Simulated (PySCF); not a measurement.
Point-charge models of `PC1=CSC=C1` against its computed dipole.

Coordinates (GFN2-xTB, Å) and charges (e) from the PBE0/pcSseg-1 density (PySCF):

```json
{"atom": "P1", "x": "2.110", "y": "-0.620", "z": "0.068", "Mulliken": "+0.2292", "IAO": "+0.2189", "Hirshfeld": "+0.0807", "ESP-fitted": "-0.2288"}
{"atom": "C2", "x": "0.374", "y": "-0.106", "z": "-0.124", "Mulliken": "-0.3808", "IAO": "-0.2152", "Hirshfeld": "-0.0755", "ESP-fitted": "+0.1131"}
{"atom": "C3", "x": "-0.693", "y": "-0.722", "z": "0.586", "Mulliken": "-0.0158", "IAO": "-0.1845", "Hirshfeld": "-0.0771", "ESP-fitted": "-0.2501"}
{"atom": "C4", "x": "-1.903", "y": "-0.224", "z": "0.241", "Mulliken": "-0.2631", "IAO": "-0.3143", "Hirshfeld": "-0.0815", "ESP-fitted": "-0.2458"}
{"atom": "S5", "x": "-1.783", "y": "0.995", "z": "-0.967", "Mulliken": "+0.2544", "IAO": "+0.3445", "Hirshfeld": "+0.1039", "ESP-fitted": "+0.0612"}
{"atom": "C6", "x": "-0.073", "y": "0.832", "z": "-1.002", "Mulliken": "-0.2458", "IAO": "-0.3301", "Hirshfeld": "-0.0925", "ESP-fitted": "-0.2922"}
{"atom": "H7", "x": "2.239", "y": "-0.150", "z": "1.376", "Mulliken": "+0.0522", "IAO": "-0.0131", "Hirshfeld": "-0.0123", "ESP-fitted": "+0.0956"}
{"atom": "H8", "x": "2.647", "y": "0.548", "z": "-0.469", "Mulliken": "+0.0299", "IAO": "-0.0153", "Hirshfeld": "-0.0083", "ESP-fitted": "+0.0970"}
{"atom": "H9", "x": "-0.547", "y": "-1.495", "z": "1.320", "Mulliken": "+0.0880", "IAO": "+0.1622", "Hirshfeld": "+0.0548", "ESP-fitted": "+0.2081"}
{"atom": "H10", "x": "-2.869", "y": "-0.492", "z": "0.621", "Mulliken": "+0.1318", "IAO": "+0.1755", "Hirshfeld": "+0.0560", "ESP-fitted": "+0.2183"}
{"atom": "H11", "x": "0.503", "y": "1.438", "z": "-1.674", "Mulliken": "+0.1199", "IAO": "+0.1714", "Hirshfeld": "+0.0520", "ESP-fitted": "+0.2235"}
```

Q: What dipole does each set of charges give (1 e·Å = 4.803 D), and what does the density give?

A: The full density gives (-0.21, 0.58, 0.50) D, 0.79 D in size; dipole vectors point from the negative to the positive end.

```json
{"scheme": "Mulliken", "μx": "1.19", "μy": "0.01", "μz": "0.22", "size (D)": "1.21", "share of the full size (%)": "152", "angle to the full dipole (°)": "98"}
{"scheme": "IAO", "μx": "-0.28", "μy": "0.34", "μz": "-0.57", "size (D)": "0.72", "share of the full size (%)": "91", "angle to the full dipole (°)": "93"}
{"scheme": "Hirshfeld", "μx": "-0.20", "μy": "0.10", "μz": "-0.24", "size (D)": "0.33", "share of the full size (%)": "42", "angle to the full dipole (°)": "94"}
{"scheme": "ESP-fitted", "μx": "-0.21", "μy": "0.60", "μz": "0.58", "size (D)": "0.86", "share of the full size (%)": "108", "angle to the full dipole (°)": "4"}
```

Q: Which set comes closest?

A: Length of the difference vector: ESP-fitted 0.08 D, Hirshfeld 0.88 D, IAO 1.10 D, Mulliken 1.54 D. Closest: ESP-fitted. The schemes that divide the density aren't constrained to reproduce the dipole.

Q: What is left for the Hirshfeld atoms' own dipoles?

A: The Hirshfeld atoms' densities add up to the full density, so μ = Σ q r + Σ (atomic dipoles). The atomic dipoles sum to (-0.21, 0.58, 0.50) − (-0.20, 0.10, -0.24) = (-0.01, 0.48, 0.74) D, 0.88 D in size.

Q: With the origin at the mean of the coordinates, (0.000, 0.000, -0.002) Å, which are the largest single terms, by size, of the IAO dipole along the direction of the full one?

A: P1 -1.03, S5 +1.00, C4 -0.75, H10 +0.67, C2 +0.26 D; all 11 atoms together -0.04 D. The single terms depend on the origin, their sum doesn't.

Q: Give the size of the full dipole in other units.

A: 0.79 D = 0.313 au = 0.165 e·Å = 2.65 × 10⁻³⁰ C·m.

One conformer (not necessarily the lowest) at the GFN2-xTB geometry, without solvent, vibrations or thermal averaging.

Shape of the structure used: `[PH2:1][c:2]1[cH:3][cH:4][s:5][cH:6]1`: H–P1–C2–C3 -69°, H–P1–C2–C3 -162°.
